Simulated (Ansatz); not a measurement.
**H2O (charge +1), doublet: energies of several shapes or isomers**

Computed with Ansatz's Gaussian-basis code (development build). Basis cc-pVDZ, nonrelativistic, 1 orbital frozen in the corrections; active space CAS(7,6). Restricted Hartree–Fock, then the lowest state-specific CASSCF solution met for each case. Single-reference values can break down or jump between states where bonds are stretched. Solutions in different active orbitals can move differences by tenths of an eV and at times more than 1 eV.

Case A:

```xyz
3

O     0.0000    0.0000   -0.1262
H     0.0000    0.8860    0.5048
H     0.0000   -0.8860    0.5048
```

Case B:

```xyz
3

O     0.0000    0.0000   -0.1075
H     0.0000    0.7548    0.4300
H     0.0000   -0.7548    0.4300
```

Case C:

| atom | x (Å) | y (Å) | z (Å) |
| --- | --- | --- | --- |
| O | 0.0000 | 0.0000 | -0.1168 |
| H | 0.0000 | 0.8204 | 0.4674 |
| H | 0.0000 | -0.8204 | 0.4674 |

Energy less that of case A, in eV:

```tsv
case	RHF/ROHF
B	-0.209
C	-0.376
```

**Question.** What does SC-NEVPT2 give for these differences?

**Answer.** B: +0.138 eV (3.2 kcal/mol); C: -0.203 eV (-4.7 kcal/mol).

**Question.** Which case is lowest, and do the methods agree?

**Answer.** C is lowest in SC-NEVPT2. Of the methods shown, RHF/ROHF agrees.
